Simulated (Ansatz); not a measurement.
Process, species as SMILES: Cl (HCl) → Cl atom + H atom
B3LYP-D3(BJ)/def2-TZVP geometries, fixed; electronic energies without zero-point terms.

Core correlation in the bond dissociation energy at MP2 with Ansatz (a quantum-chemistry and plane-wave program), in kcal/mol: frozen core against 1s of Al to Cl frozen alone. Core-valence sets carry the plain set on hydrogen. Open shells are unrestricted.

| basis | functions, most | frozen core | 1s of Al to Cl frozen alone | core term (second minus first) |
|---|---|---|---|---|
| cc-pV(D+d)Z | 28 | 98.79 | 99.35 | 0.56 |
| cc-pCVDZ | 32 | 97.87 | 98.30 | 0.43 |
| cc-pV(T+d)Z | 53 | 104.89 | 105.74 | 0.85 |
| cc-pCVTZ | 73 | 104.84 | 105.22 | 0.38 |
| cc-pwCVTZ | 73 | 105.00 | 105.36 | 0.37 |
| cc-pV(Q+d)Z | 94 | 106.88 | 107.41 | 0.53 |
| cc-pCVQZ | 139 | 106.90 | 107.28 | 0.38 |
| cc-pwCVQZ | 139 | 106.93 | 107.30 | 0.38 |

The largest core-valence set, cc-pwCVQZ, gives a core term of 0.38 kcal/mol; the valence set cc-pV(Q+d)Z, which lacks functions for the core, gives 0.53.
